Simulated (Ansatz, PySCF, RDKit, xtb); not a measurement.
**Which structure has the formula [AlN2H2]+?**

Given the formula [AlN2H2]+ (charge +1) and nothing else, which arrangement of the atoms is the most stable in the gas at 298.15 K, and what are its properties?

The funnel: GFN2-xTB relaxations, single points with a density functional, relaxations at B3LYP/6-31G*, harmonic vibrations, and a last energy at a higher level. All values are calculated.

7 further runs of the same task are left out: 1 that didn't finish, 6 set aside as unsound or not needed.

## Step 1: Drawing up candidates

All bonding patterns within simple valence rules are listed by program: one Lewis structure each, at most two rings and one unusual centre or charged pair. O–O, O–halogen and N–halogen bonds and N–N–N chains are not drawn. That gives 10 candidates.

| label | SMILES | spin |
| --- | --- | --- |
| c014 | [NH2+]=[N][Al] | triplet |
| c052 | [NH2+]=[N][Al] | singlet |
| c059 | N=[NH+][Al] | triplet |
| c062 | N=[NH+][Al] | singlet |
| c070 | [N-]1[NH2+][Al+]1 | singlet |
| c225 | [N]1=[NH+][AlH]1 | singlet |
| c384 | [N-]=[NH+][AlH+] | singlet |
| c669 | [NH]1[NH][Al+]1 | singlet |
| c729 | N=[N][AlH+] | singlet |
| c757 | N#[N+][AlH2] | singlet |

Candidates are built by distance geometry, with a force field where one applies, in up to four conformers (letters a to d). 6 starts with atoms placed at random are added, to find patterns that the rules miss.

Q: Predict the outcome of this search (final energies at CCSD(T)/def2-TZVPP).

| quantity | value |
| --- | --- |
| lowest structure found | N#[N+][AlH2], singlet, C2v |
| next finalist | [Al].[NH][NH] ‡, singlet, 29.5 kcal/mol higher in G |
| share at equilibrium, among the finalists | 100.0 % |
| harmonic wavenumbers, lowest and highest (B3LYP/6-31G*) | 179 and 2469 cm⁻¹ |
| rotational constants, same geometry | 3.608, 0.1464, 0.1407 cm⁻¹ |
| HOMO energy (PBE0/def2-TZVPD) | -15.21 eV |
| LUMO energy (PBE0/def2-TZVPD) | -8.34 eV |
| HOMO–LUMO gap (PBE0/def2-TZVPD) | 6.87 eV |
| lowest excitation (TD-CAM-B3LYP/def2-SVPD) | 5.64 eV (f = 0.000) |
| strongest of the states computed, same level | 7.81 eV (f = 0.100) |
| lowest triplet excitation, same level, Tamm-Dancoff | 5.18 eV |
| vertical ionisation energy | 17.86 eV |
| vertical recombination energy (electron added) | 6.40 eV |
| vertical triplet less singlet | +5.20 eV |

The lowest structure found is `N#[N+][AlH2]`. Among the finalists first place is clear (29.5 kcal/mol); structures outside the list aren't covered. B3LYP/6-31G*, HF/def2-TZVPP and MP2/def2-TZVPP already put its bonding pattern lowest among the structures in one piece. The search is not exhaustive (a finite list of starts, one conformer a finalist), so a lower isomer can't be ruled out.

‡ marks the bonded skeleton alone, with all bonds drawn single: no Lewis structure was assigned that passes a check against the bond lengths.
